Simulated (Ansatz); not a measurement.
```yaml
crystal:
  periodic: [false, false, false]
  atoms:
    - {symbol: Sn, position_ang: [0.000000, 0.000000, 0.000000]}
    - {symbol: H, position_ang: [0.940972, 0.949036, 0.947059]}
    - {symbol: H, position_ang: [-0.950760, -0.942011, 0.944295]}
    - {symbol: H, position_ang: [-0.940600, 0.942344, -0.954086]}
    - {symbol: H, position_ang: [0.950388, -0.949369, -0.937268]}
basis:
  gaussian: {orbitals: def2-TZVP}
hamiltonian: {xc: pbe0}
relax: {f_tol: 0.004, max_steps: 80}
```

```sh
$ ansatz run in.yaml --threads 1 --pin off --events-out ev --progress --plain --max-ram 2176MiB
```

Steps of the relaxation (energy above the last step; positions in Å, forces in eV/Å):

```
5
step 1, 135.4 meV
Sn    0.000    0.000    0.000    0.000    0.000    0.000
H     0.941    0.949    0.947    0.618    0.623    0.622
H    -0.951   -0.942    0.944   -0.625   -0.619    0.620
H    -0.941    0.942   -0.954   -0.618    0.619   -0.627
H     0.950   -0.949   -0.937    0.624   -0.624   -0.616
```

```
5
step 2, 11.0 meV
Sn    0.000    0.000    0.000    0.000    0.000    0.000
H     0.990    0.999    0.997   -0.156   -0.158   -0.157
H    -1.001   -0.991    0.994    0.158    0.157   -0.157
H    -0.990    0.992   -1.004    0.156   -0.157    0.159
H     1.000   -0.999   -0.986   -0.158    0.158    0.156
```

```
5
step 3, 0.1 meV
Sn    0.000    0.000    0.000    0.000    0.000    0.000
H     0.978    0.986    0.984    0.013    0.014    0.014
H    -0.988   -0.979    0.981   -0.014   -0.013    0.013
H    -0.977    0.979   -0.991   -0.013    0.013   -0.014
H     0.988   -0.987   -0.974    0.014   -0.014   -0.013
```

```
5
step 4, 0.0 meV
Sn    0.000    0.000    0.000    0.000    0.000    0.000
H     0.979    0.987    0.985    0.000    0.000    0.000
H    -0.989   -0.980    0.982    0.000    0.000    0.000
H    -0.978    0.980   -0.992    0.000    0.000    0.000
H     0.989   -0.988   -0.975    0.000    0.000    0.000
```

Close pairs at the end: Sn1–H5 1.704 Å, Sn1–H4 1.704 Å, Sn1–H3 1.704 Å, Sn1–H2 1.704 Å.

A stationary point of restricted PBE0 after 4 steps (its stability towards spin polarisation wasn't tested); no frequencies were run, so it isn't proven a minimum. 6 s on 1 thread of Arm Neoverse V2, shared host.
